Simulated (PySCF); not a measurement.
allene cation (C₃H₄), SMILES C(=C)=C (connectivity only; charge and spin as stated), charge +1, multiplicity 2.

Geometry optimised at TPSSh-D3(BJ)/def2-TZVP. The multiplicity is an assumed one; other spin states were not compared.

All values below come from TDA-LC-ωPBE/def2-SVPD (PySCF 2.14.0).

Vertical excitations. Gas-phase values at a fixed geometry.

```
state    energy (eV)  λ (nm)      f                                                                                         main pairs
-------  -----------  ------  -----  -------------------------------------------------------------------------------------------------
root 1          2.38     520  0.007                                                                                   β HOMO→LUMO 93 %
root 2          3.80     327  0.000                                                                                   α HOMO→LUMO 95 %
root 3          4.76     260  0.006                                                             α HOMO−1→LUMO 35 %, β HOMO→LUMO+1 57 %
root 4          5.94     209  0.001                                                             α HOMO−1→LUMO 17 %, β HOMO−1→LUMO 70 %
root 5          6.25     198  0.013                                         α HOMO→LUMO+1 53 %, α HOMO−1→LUMO 28 %, β HOMO−1→LUMO 12 %
root 6          6.80     182  0.000                                                                                 β HOMO−2→LUMO 83 %
root 7          6.82     182  0.007                                                                                 β HOMO−3→LUMO 96 %
root 8          7.60     163  0.000                                        α HOMO−1→LUMO+1 57 %, β HOMO→LUMO+2 28 %, β HOMO−2→LUMO 6 %
root 9          8.42     147  0.721  α HOMO→LUMO+1 26 %, α HOMO−2→LUMO 25 %, α HOMO−1→LUMO 9 %, β HOMO→LUMO+1 20 %, β HOMO−1→LUMO 10 %
root 10         8.67     143  0.006                                                                                 β HOMO−4→LUMO 87 %
```
Unrestricted roots are not spin-pure.
